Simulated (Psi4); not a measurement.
Reaction (SMILES): C(OC)=O + 4 [H][H] (H2) → 2 C (CH4) + 2 O (H2O)
B3LYP-D3(BJ)/def2-TZVP geometries, fixed; electronic energies without zero-point terms.
Largest species:
```
O
C 1 1.3374
O 2 1.1990 1 125.87
H 2 1.0980 3 125.01 1 -180.00
C 1 1.4400 2 115.72 4 180.00
H 5 1.0858 1 105.58 2 -180.00
H 5 1.0891 6 110.74 1 119.38
H 5 1.0891 6 110.74 7 121.24
```
Charge 0, spin multiplicity 1.

Effect of the integral screening threshold at M06-2X/aug-cc-pVTZ with Psi4, against the last row, where the energy of full hydrogenation is -78.18 kcal/mol. Species with rotatable bonds are taken in one conformer.

```
setting                largest shift of a total energy (mEh)  shift of the energy of full hydrogenation (kcal/mol)
---------------------  -------------------------------------  ----------------------------------------------------
ints_tolerance: 1e-6                                   0.003                                                -0.002
ints_tolerance: 1e-8                                   0.000                                                 0.000
ints_tolerance: 1e-10                                  0.000                                                 0.000
ints_tolerance: 1e-14                                  0.000                                                 0.000
```

Within 0.02 kcal/mol in the energy of full hydrogenation: ints_tolerance: 1e-6; ints_tolerance: 1e-8; ints_tolerance: 1e-10. The largest shift is 0.003 mEh in a total energy and 0.002 kcal/mol in the difference.
